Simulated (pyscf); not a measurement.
H₃Si–O–SiH₂–O–SiH₃ (SMILES [SiH3]O[SiH2]O[SiH3]) + H₂ (SMILES [H][H]) → H₃Si–O–SiH₃ (SMILES [SiH3]O[SiH3]) + HO–SiH₃ (SMILES O[SiH3]) (four-centre exchange; singlet surface; O–Si, H–H broken, H–Si, H–O formed). Structures and frequencies: ωB97X-D3(BJ)/def2-SVP in PySCF. Energies in kcal/mol from the separated reactants.

```json
[
 {"level": "ωB97X-D3(BJ)/def2-TZVP", "barrier": "…", "reaction energy": "+28.1"},
 {"level": "PBE/def2-TZVP", "barrier": "51.1", "reaction energy": "+22.9"},
 {"level": "r²SCAN/def2-TZVP", "barrier": "55.8", "reaction energy": "+26.9"},
 {"level": "B3LYP-D3(BJ)/def2-TZVP", "barrier": "58.7", "reaction energy": "+27.4"},
 {"level": "M06-2X/def2-TZVP", "barrier": "61.0", "reaction energy": "+29.4"},
 {"level": "ωB97M-D3(BJ)/def2-TZVP", "barrier": "…", "reaction energy": "…"}
]
```

### Question
Some entries are withheld; supply them.

### Answer

- ωB97X-D3(BJ)/def2-TZVP, barrier: 58.8
- ωB97M-D3(BJ)/def2-TZVP, barrier: 57.6
- ωB97M-D3(BJ)/def2-TZVP, reaction energy: +26.3

The functionals in the table span 9.9 kcal/mol in this barrier, from PBE to M06-2X. This is the saddle that the search found; another between the same sides may lie lower.
